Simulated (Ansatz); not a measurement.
C₂H₄FN (`N/C=C\F`), relaxed with RKS PBE0-D4/def2-TZVP in Ansatz 0.2.0 from a PBE-D4/def2-SVP geometry. The force threshold is 0.005 eV/Å; the program also tests the step.

Charge 0, multiplicity 1.

Start:

```xyz
8

N    -0.341    1.121   -0.509
C     0.165   -0.174   -0.450
C     0.053   -1.014    0.602
F    -0.514   -0.594    1.766
H    -0.585    1.509    0.407
H     0.217    1.780   -1.055
H     0.630   -0.563   -1.369
H     0.374   -2.065    0.609
```

```csv
step,energy (eV),largest force (eV/Å),largest move (Å)
1,-6340.9890,0.815,0.000
2,-6341.0305,0.187,0.025
3,-6341.0332,0.041,0.010
4,-6341.0335,0.030,0.010
5,-6341.0336,0.016,0.002
6,-6341.0337,0.010,0.003
7,-6341.0337,0.006,0.004
8,-6341.0337,0.001,0.002
```

End:

```xyz
8

N    -0.333    1.113   -0.494
C     0.164   -0.177   -0.442
C     0.054   -1.007    0.588
F    -0.517   -0.593    1.741
H    -0.570    1.504    0.405
H     0.205    1.752   -1.055
H     0.623   -0.555   -1.346
H     0.374   -2.037    0.602
```

Run time 18 s (2 threads of an Arm Neoverse V2 on a shared host); peak host memory 0.25 GiB.
